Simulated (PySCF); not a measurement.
[ClH4]+: from structure and modes to constants

These are results of PBE0 in PySCF with Cl def2-TZVP, H def2-TZVP; no relativity; density-fitted integrals, not measurements.

The singlet minimum has D4h symmetry. Masses (u): Cl 34.96885, H 1.00782.

```xyz
5
charge 1 multiplicity 1, angstrom
Cl    0.0000    0.0000    0.0000
H     0.0000    1.3627    0.0000
H     0.0000   -1.3627    0.0000
H     1.3627    0.0000    0.0000
H    -1.3627    0.0000    0.0000
```

Harmonic wavenumbers (cm⁻¹): 356.6 (a2u, ×1), 1139.9 (b2u, ×1), 1605.4 (eu, ×2), 1945.8 (b2g, ×1), 2186.3 (eu, ×2), 2262.5 (b1g, ×1), 2306.7 (a1g, ×1).

Problem. Find the principal moments of inertia and the rotational constants. What kind of rotor is it?

Solution. About the centre of mass I = 3.7432, 3.7432, 7.4864 u Å². With B = 16.8576/I this gives 4.504, 4.504, 2.252 cm⁻¹. The molecule is an oblate symmetric top.

Problem. Find the vibrational entropy and heat capacity at 298.15 K.

Solution. With u = 1.43878 ω/T, each mode gives S = R[u/(eᵘ−1) − ln(1−e⁻ᵘ)] and C = R u² eᵘ/(eᵘ−1)².
| ω (cm⁻¹) | u | S (J/(mol K)) | C (J/(mol K)) |
| --- | --- | --- | --- |
| 356.6 | 1.721 | 4.76 | 6.53 |
| 1139.9 | 5.501 | 0.22 | 1.04 |
| 1605.4 (×2) | 7.747 | 0.03 | 0.22 |
| 1945.8 | 9.390 | 0.01 | 0.06 |
| 2186.3 (×2) | 10.550 | 0.00 | 0.02 |
| 2262.5 | 10.918 | 0.00 | 0.02 |
| 2306.7 | 11.131 | 0.00 | 0.02 |
The sums over all modes are S = 5.1 and C = 8.1 J/(mol K); the softest mode gives 94 % of the entropy (each member, where degenerate).

Only a few start shapes were tried, so a lower isomer may exist.
